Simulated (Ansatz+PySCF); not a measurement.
doublet CH5P(+): levels of theory in one basis

```xyz
7

C     0.0206   -0.0004   -1.0773
P     0.0061    0.0034    0.6948
H    -0.0100   -0.9482   -1.6203
H    -0.0102    0.9324   -1.6132
H     0.6440    1.1302    1.1998
H    -1.2994    0.0025    1.2342
H     0.6548   -1.1257    1.1964
```

Basis set: cc-pVTZ on H, C; cc-pV(T+d)Z on P (spherical functions). Left uncorrelated: 6 orbitals. Correlation on ROHF uses semicanonical orbitals with singles. Charge 1, multiplicity 2.

Computed with Ansatz (development build ahead of 0.2.0); each method stands on the lowest determinant of its kind that the runs found.

```csv
method,E − E(ROHF) (eV),<S²> of the determinant
ROHF,0.00,0.75
UHF,-0.12,0.76
ROHF-MP2,-8.09,–
UHF-MP2,-8.07,0.76
```

**Question.** Is a single determinant a sound starting point here?

**Answer.** By this sign, yes. Unrestricted orbitals gain 0.12 eV and <S²> is 0.76 against 0.75 for a pure state.
